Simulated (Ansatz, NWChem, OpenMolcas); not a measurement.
**A ladder of methods for C2H3F3 (1,1,2-trifluoroethane)**

C2H3F3: 8 atoms, total charge 0, spin state singlet. As SMILES, `FCC(F)F`. The coordinates come from a PBE0-D4/def2-TZVP relaxation. This is one conformer, not always the lowest.

```xyz
8

F    -1.1428   -0.6810    1.1631
C    -0.1882    0.1951    0.7118
C     0.1729   -0.1524   -0.7113
F     0.8242   -1.3358   -0.7565
F     1.0117    0.8036   -1.1822
H     0.7017    0.1189    1.3425
H    -0.5885    1.2115    0.7473
H    -0.6988   -0.2170   -1.3705
```

Each level gives the dipole moment (D). The values are calculated.

```
             level                    kind     program  value (D)
       HF/def2-SVP            Hartree–Fock      Ansatz       1.78
   r2SCAN/def2-SVP                meta-GGA      NWChem       1.43
    B3LYP/def2-SVP           global hybrid  OpenMolcas       1.43
      B97/def2-SVP           global hybrid      Ansatz          ?
    BHLYP/def2-SVP           global hybrid  OpenMolcas       1.60
   M06-2X/def2-SVP         hybrid meta-GGA      NWChem       1.54
     PBE0/def2-SVP           global hybrid      NWChem          ?
CAM-B3LYP/def2-SVP  range-separated hybrid      NWChem       1.48
```

Estimate what the levels marked ? give.

As computed at these levels: B97/def2-SVP: 1.44 D; PBE0/def2-SVP: 1.47 D. The values span 1.43 to 1.78 D.
